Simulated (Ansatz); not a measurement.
`[C-]#[N+]CC`, charge 0, multiplicity 1.

(1) Give a relaxed structure at PBE0-D4/def2-TZVP (Ansatz 0.2.0). (An estimate is asked.)

Answers

(1) Ansatz gave: 
```xyz
9

C     0.192   -0.757   -2.459
N     0.343   -0.594   -1.315
C     0.499   -0.374    0.075
C    -0.549    0.583    0.615
H     0.437   -1.342    0.579
H     1.505    0.018    0.244
H    -1.552    0.186    0.456
H    -0.479    1.552    0.119
H    -0.397    0.727    1.686
```
Point group Cs.
This is one stationary point; other conformers may exist.
